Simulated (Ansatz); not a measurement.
A nudged elastic band was laid between two geometries of H2S + H4Si (8 atoms, charge 0, multiplicity 1).

The calculation used Ansatz 0.2.0, RKS r2SCAN/def2-TZVP.

- movable images: 5
- climbing image: yes
- spring: 5.0 eV/Å²
- optimiser: quadratic models (default)
- start path: through a guess of the saddle point
- force threshold: 0.2 eV/Å
- iteration limit: 60
- end points: relaxed

Image 0:

```xyz
8
Properties=species:S:1:pos:R:3
Si 0.481 0.058 -0.209
H 0.439 -0.077 1.268
H 1.895 -0.037 -0.657
H -0.074 1.370 -0.615
H -0.295 -1.041 -0.832
S -3.149 0.133 1.067
H -3.122 -1.165 0.727
H -2.549 -0.113 2.243
```

Image 6:

```xyz
8
Properties=species:S:1:pos:R:3
Si -0.456 -0.285 -0.613
H 0.005 0.873 3.179
H 0.747 -0.755 0.112
H -0.522 1.197 -0.581
H -0.399 -0.730 -2.028
S -2.106 -1.170 0.423
H -3.042 -0.596 -0.356
H -0.602 0.593 2.855
```

Task: Which bonds break or form, and what moves?

Result: Bonds broken: Si1–H2, S6–H8. Bonds formed: Si1–S6, H2–H8. H2S + H4Si becomes H2 + H4SSi.

Task: What energy profile does the band end with?

Result: The run converged. The highest image is number 2 of 0 to 6, 190.2 kJ/mol above the first end and 225.2 kJ/mol above the last; the last end lies 35.0 kJ/mol below the first. The threshold of 0.2 eV/Å is loose, so the images may lie well off the minimum-energy path. Neighbouring images differ by up to 2.1 eV, so the band resolves the path poorly. The order of the stationary point at the top wasn't checked. The orbitals stay closed-shell, which can raise the energy where a bond breaks towards radicals; this wasn't checked here.

```csv
image,path coordinate (Å),energy (kJ/mol),Si1–H2 (Å),S6–H8 (Å),Si1–S6 (Å)
0,0.00,0.0,1.48,1.34,3.85
1,1.23,11.8,1.49,1.35,3.39
2,2.46,190.2,1.74,1.77,2.51
3,4.01,-10.5,2.92,2.49,2.15
4,5.57,-34.0,4.10,3.66,2.14
5,7.13,-34.0,3.95,3.30,2.14
6,8.70,-35.0,3.99,3.36,2.14
```

Task: What is the geometry of the highest image?

Result: 
```xyz
8
Properties=species:S:1:pos:R:3
Si -0.214 0.046 -0.098
H -0.088 -0.166 1.626
H 1.268 -0.065 0.052
H -0.391 1.393 -0.686
H -0.572 -1.153 -0.886
S -2.570 0.222 0.744
H -2.786 -1.099 0.678
H -1.021 -0.051 1.561
```

Run time: 84 s on 4 threads of Arm Neoverse V1, with other jobs on the host, peak memory 0.19 GiB.
